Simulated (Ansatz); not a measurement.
We consider 1T (CdI2-type) PtS2, described by PBE-D4 (Ansatz, a quantum-chemistry and plane-wave program, PAW).

Numerical settings: plane-wave cutoff 500 eV, 12×12×8 k mesh (along the axes of the cell as run), Fermi–Dirac smearing 0.05 eV, scalar-relativistic PAW data made under PBE.

Computed at the level's own relaxed cell.

Task: Predict the volume per atom, equilibrium lattice constant a and c axis length.

Result: 
- volume per atom: 17.36 Å³/atom
- equilibrium lattice constant a: 3.584 Å
- c axis length: 4.682 Å

Measured, for comparison: lattice constant a 3.542 Å (temperature not stated, not corrected to a static lattice; as tabulated in Björkman (2014), arXiv:1406.2436); lattice parameter c 5.036 Å (temperature not stated, zero-point anharmonic expansion removed (computed with revB86b-DF2); no thermal correction; as tabulated in Björkman (2014), arXiv:1406.2436). Computed (rounded) less measured: lattice constant a +1.2 %, lattice parameter c -7.0 %.

Spin–orbit coupling is not included.

Computing time: around 100 core-seconds (rough).
